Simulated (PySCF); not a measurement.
# N₂O, singlet: cost against accuracy

Geometry (MP2(full)/6-31G*, from the G2/97 set):

```
atom   x (Å)   y (Å)    z (Å)
   N  0.0000  0.0000  -1.1781
   N  0.0000  0.0000  -0.0070
   O  0.0000  0.0000   1.1851
```

Measured, as an electronic atomization energy: 1132.1 kJ/mol (G2/97 heats of formation of molecule and atoms, with zero-point and thermal terms from B3LYP taken off; Curtiss et al., J. Chem. Phys. 106, 1063 (1997), Staroverov et al., J. Chem. Phys. 119, 12129 (2003)). The measured value holds scalar relativity and spin–orbit coupling, which all computed ones lack, and core correlation, which the wave-function levels lack. Atoms are taken at the same level; beside RHF, RMP2 and RCC rows they are unrestricted. PySCF 2.14.0; the 6-31G* set has Cartesian d functions; a miss is computed less measured; times are wall times on shared hosts and scatter by a factor of two or so; they hold the correlated step alone (with one SCF for RCCSD(T)), and functionals start from a converged Hartree–Fock density. B3LYP has the VWN-RPA form, and B2PLYP's MP2 part freezes the cores. A small miss in a small set is a cancellation of the method's error against the basis error.

```tsv
level	basis	miss (kJ/mol)	time of the run	hardware
RCCSD(T)	STO-3G	-573.0	0.21 s	1 CPU thread
RCCSD(T)	6-31G	-425.1	0.39 s	1 CPU thread
UCCSD(T)	6-31G	-433.3	0.98 s	1 CPU thread
RCCSD(T)	cc-pVDZ	-171.2	1.1 s	1 CPU thread
UHF	6-31G*	-841.8	1.2 s	1 CPU thread
RCCSDT(Q)	STO-3G	-567.4	1.5 s	1 CPU thread
PBE	6-31G	-39.9	2.5 s	1 CPU thread
PBE0	6-31G	-236.9	2.7 s	1 CPU thread
B2PLYP	6-31G	-263.5	2.9 s	1 CPU thread
B3LYP	6-31G	-214.3	3 s	1 CPU thread
PBE	cc-pVDZ	156.8	3.7 s	1 CPU thread
PBE	6-31G*	153.3	3.8 s	1 CPU thread
PBE0	cc-pVDZ	-13.8	4 s	1 CPU thread
PBE0	6-31G*	-14.9	4.1 s	1 CPU thread
B3LYP	6-31G*	-8.7	4.1 s	1 CPU thread
B3LYP	cc-pVDZ	-5.9	4.3 s	1 CPU thread
B2PLYP	cc-pVDZ	-34.3	4.4 s	1 CPU thread
B2PLYP	6-31G*	-34.0	4.5 s	1 CPU thread
HSE06	6-31G*	-19.4	6.8 s	1 CPU thread
SPW92	cc-pVTZ	374.6	7.2 s	1 CPU thread
r2SCAN	cc-pVDZ	-7.1	7.7 s	1 CPU thread
r2SCAN	6-31G*	-9.0	8.3 s	1 CPU thread
revPBE	cc-pVTZ	94.5	9.4 s	1 CPU thread
BLYP	cc-pVTZ	108.4	10 s	1 CPU thread
PBE0	cc-pVTZ	5.0	11 s	1 CPU thread
B3LYP	cc-pVTZ	9.1	12 s	1 CPU thread
UHF	cc-pVTZ	-808.4	13 s	1 CPU thread
full CI	STO-3G	-568.5	13 s	1 CPU thread
wB97M-V	6-31G	-252.9	15 s	1 CPU thread
B97M-V	cc-pVDZ	-11.9	17 s	1 CPU thread
B97M-V	6-31G*	-13.5	17 s	1 CPU thread
wB97M-V	cc-pVDZ	-22.1	19 s	1 CPU thread
wB97M-V	6-31G*	-25.4	20 s	1 CPU thread
r2SCAN	cc-pVTZ	10.7	24 s	1 CPU thread
RCCSDT(Q)	6-31G	-416.8	28 s	1 CPU thread
wB97X-V	cc-pVTZ	0.8	29 s	1 CPU thread
B97M-V	cc-pVTZ	4.1	36 s	1 CPU thread
UCCSDT	6-31G	-428.5	2.3 min	1 CPU thread
RCCSD(T)	cc-pVQZ	-42.5	5 min	1 CPU thread
RCCSDT(Q)	6-31G*	-161.4	7.7 min	1 CPU thread
```

HF's time is that of a plain UHF run.

The smallest set from which on each level stays within 1 kcal/mol of its own cc-pVQZ value: RHF cc-pVTZ; UHF cc-pVTZ; RMP2 none (cc-pVTZ is 9.3 kcal/mol off); RCCSD(T) none (cc-pVTZ is 8.8 kcal/mol off).
